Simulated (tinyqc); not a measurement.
Stretching all distances: RHF, UHF, MP2, CISD and CCSD against full CI in the sto-6g basis, for H2F+, spin multiplicity 1. Computed by the program tinyqc with PySCF. All coordinates are multiplied by the scale. c0^2 is the weight of the RHF determinant in the lowest singlet FCI state (UHF is spin-contaminated and may lie near states of higher spin) and n(LUMO) the first natural occupation beyond the occupied space.

Geometry (angstrom):
```
atom,x,y,z
F,0.0000,0.0000,0.0000
H,0.0000,0.7560,0.4910
H,0.0000,-0.7560,0.4910
```

Full CI energy (hartree) and errors against it (kcal/mol):
```
scale,distance 1-2 (angstrom),E(FCI),RHF,UHF,MP2,CISD,CCSD,<S^2> UHF,c0^2,n(LUMO)
0.9200,0.8293,-99.757289,18.9541,18.9541,4.2923,0.1786,0.1084,0.0000,0.9881,0.0127
1.1900,1.0727,-99.821868,32.5193,32.5193,8.5343,0.6502,0.4052,0.0000,0.9680,0.0314
1.4500,1.3071,-99.735088,50.8388,50.8388,14.3858,1.8061,1.2290,0.0000,0.9255,0.0666
1.7200,1.5505,-99.627401,74.9003,55.7806,21.5352,3.9301,2.8790,0.8334,0.8457,0.1359
1.9900,1.7939,-99.539974,101.6000,38.7158,28.7457,6.3747,4.6754,1.2336,0.7216,0.2328
2.2500,2.0283,-99.481276,124.7560,23.9517,39.4564,6.0657,4.4538,1.3515,0.5118,0.3343
```

What does the comparison show, and why?

UHF parts from RHF first at scale 1.72 of those listed, where <S^2> leaves zero. The weight c0^2 goes from 0.99 to 0.51 and n(LUMO) from 0.01 to 0.33: static correlation grows as the bonds break into open-shell fragments. The spread of the error along the curve, which distorts its shape, is CCSD 4.6, CISD 6.2, MP2 35.2, UHF 36.8, RHF 105.8 kcal/mol. The table stops here: at scale 2.52 and beyond, the reference weight falls under 0.45 or RHF, UHF or CCSD hop between solutions, so those rows were left out and the spreads given cover only the rows shown. As computed, partly on other solutions, the errors there reach in size RHF 141, UHF 14, MP2 39, CISD 3, CCSD 2 kcal/mol.
